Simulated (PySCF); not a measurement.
**Core binding energy against partial charge**

Compound: methylenecyclopropene, C4H4.
Structure used (PBE0-D3(BJ)/def2-SVP), in Å, numbered top down from 1:
```xyz
8
C4H4 angstrom
C      1.481    0.047    0.175
C      0.161   -0.004    0.008
C     -1.153    0.584    0.007
C     -1.060   -0.694   -0.314
H      2.097   -0.840    0.017
H      1.970    0.976    0.475
H     -1.790    1.454    0.159
H     -1.568   -1.609   -0.611
```

Binding energies: delta-SCF UKS SCAN, pcX-2 on the ionised atom, pcseg-1 elsewhere, spin-free X2C (PySCF). Charges: PBE0/pcSseg-1 ground-state density, for the ionised atom.

```csv
atom,environment,C 1s (eV),Mulliken (e),IAO (e),Hirshfeld (e),ESP (e)
C1,terminal =CH2 carbon,289.35,-0.213,-0.456,-0.188,-0.875
C2,fully substituted alkene carbon,291.16,-0.064,+0.040,-0.017,+0.345
C3,alkene CH carbon,291.31,-0.076,-0.116,-0.016,-0.199
```

**Question.** How well does each charge scheme correlate with the binding energies over these sites?

**Answer.** Hirshfeld: r = 1.00, slope 11.0 eV per e; Mulliken: r = 0.99, slope 13.1 eV per e; IAO: r = 0.93, slope 4.0 eV per e; ESP: r = 0.86, slope 1.5 eV per e. On 3 points no scheme stands out.

**Question.** The point-charge model writes a binding energy as kq + V + constant, with V the potential of the other atoms' charges at the site. What does it give with the IAO charges?

**Answer.** V = Σ 14.40 eV Å × q/r over all other atoms: +4.49 eV at C1, -3.16 eV at C2, +1.41 eV at C3. Fitting binding energy − V to q gives k = 18.4 eV per e and leaves an rms residual of 0.66 eV, against 0.33 eV for the fit on q alone. The model has no term for differences in relaxation between sites.

The unrestricted hole states depart most from a pure doublet (⟨S²⟩ = 0.75; over 0.85 named) for C 1s of C2 (0.86) and C 1s of C3/C4 (0.97), which makes these values less certain. Isolated species at its PBE0-D3(BJ)/def2-SVP geometry, gas phase.
